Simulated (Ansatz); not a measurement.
**Ansatz timings: C2H2F2 (vinylidene fluoride)**

The species is C2H2F2 (6 atoms), meant as a singlet with charge 0. As SMILES, `C=C(F)F`. Geometry: relaxed at PBE0-D4/def2-TZVP.

```xyz
6

C    -0.1159    0.4710   -0.5444
C     0.1050   -0.3946    0.4201
F    -0.4549   -0.3636    1.6076
F     0.9192   -1.4221    0.3430
H     0.3942    0.3606   -1.4884
H    -0.8056    1.2848   -0.3842
```

Program: Ansatz 0.2.0. Hardware: 1 thread of Arm Neoverse V2, shared host, so times are rough. Ansatz fits the integrals of SCF and DFT runs by default. Its times include its search for lower SCF states.

Problem. Estimate their order by wall time, quickest first.
A. energy at PBE0-D3(BJ)-ATM/6-31G** (Cartesian functions)
B. gradient at PBE0-D3(BJ)/6-311++G(3df,3pd)
C. gradient at PBE0-D3(BJ)/STO-3G

Solution. C (0.65 s), A (1.7 s), B (5.1 s).
